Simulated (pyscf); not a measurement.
H₃C–InH–NH₂ -> H₃C–In [singlet] + NH₃ (1,1-elimination; singlet surface; In–N, H–In broken, H–N formed). Structures and frequencies: ωB97X-D3(BJ)/def2-SVP in PySCF. Correlated levels are frozen-core, on RHF or UHF. ΔMP2 is the change of the MP2 total energy from the triple- to the quadruple-zeta basis. Energies in eV from the reactant's lowest minimum found.

```json
[
 {"level": "PBE/def2-TZVP", "barrier": "1.74", "reaction energy": "-0.02"},
 {"level": "B3LYP-D3(BJ)/def2-TZVP", "barrier": "[?]", "reaction energy": "-0.09"},
 {"level": "PBE0-D3(BJ)/def2-TZVP", "barrier": "2.06", "reaction energy": "+0.08"},
 {"level": "ωB97M-D3(BJ)/def2-TZVP", "barrier": "2.28", "reaction energy": "+0.07"},
 {"level": "MP2/def2-QZVPP", "barrier": "2.10", "reaction energy": "+0.11"},
 {"level": "CCSD(T)/def2-TZVPP", "barrier": "2.18", "reaction energy": "+0.09"},
 {"level": "CCSD(T)/def2-TZVPP + ΔMP2(QZVPP)", "barrier": "[?]", "reaction energy": "[?]"}
]
```

Problem. Fill in the missing entries.

Solution. 
- B3LYP-D3(BJ)/def2-TZVP, barrier: 2.00
- CCSD(T)/def2-TZVPP + ΔMP2(QZVPP), barrier: 2.15
- CCSD(T)/def2-TZVPP + ΔMP2(QZVPP), reaction energy: +0.10

On the product side the descent ends in a bound adduct, 0.47 eV under the separated species and 2.60 eV under the saddle at ωB97X-D3(BJ)/def2-TZVP. At ωB97X-D3(BJ)/def2-TZVP the barrier from the zero used here is 2.40 eV. This is the saddle that the search found; another between the same sides may lie lower. The CCSD(T) − MP2 part came from Ansatz, without density fitting, on the same reference. The frozen core leaves the outer d or s,p core shells of the metals and heavy elements correlated in the MP2 and CC values, and def2-TZVPP describes them poorly, which can shift differences by a few kcal/mol. Elements past Kr carry the def2 core potentials, without spin-orbit coupling.
